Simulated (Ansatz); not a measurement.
Reaction: CH3NO (SMILES NC=O) + H+ → CH4NO+ (SMILES C(N)=[OH+])
Each species at its own B3LYP-D3(BJ)/def2-TZVP minimum (Ansatz, an electronic-structure program), one conformer.

Total energies in hartree (Ansatz). UHF or UKS for unpaired electrons; spin-orbit terms are left out. Cores are frozen in correlated methods. No relativity.

```csv
species,HF/cc-pVTZ,CCSD(T)/cc-pVTZ,HF/cc-pVQZ,CCSD(T)/cc-pVQZ,CCSD(T)/cc-pVDZ,CCSDT(Q)/cc-pVDZ
1: CH3NO (SMILES NC=O),-169.00155,-169.64159,-169.01492,-169.69553,-169.46438,-169.46646
2: CH4NO+ (SMILES NC=[OH+]),-169.33811,-169.97109,-169.35033,-170.02197,-169.79936,-169.80123
```

**Question.** Work out the proton affinity (electronic), positive where energy is released in kJ/mol: take Hartree-Fock from cc-pVQZ, extrapolate the CCSD(T) correlation energy as X^-3 (X = 3, 4), and add CCSDT(Q) - CCSD(T) in cc-pVDZ. 1 hartree = 2625.5 kJ/mol.

**Answer.** 
Species 1: correlation (64·(-0.68061) - 27·(-0.64004))/37 = -0.71022; step -0.00208; E1 = -169.01492 + (-0.71022) + (-0.00208) = -169.72722
H+ has no electrons: E = 0
Species 2: correlation (64·(-0.67164) - 27·(-0.63298))/37 = -0.69985; step -0.00187; E2 = -169.35033 + (-0.69985) + (-0.00187) = -170.05205
+1·E1 -1·E2 = 0.32483 hartree = 852.8 kJ/mol.
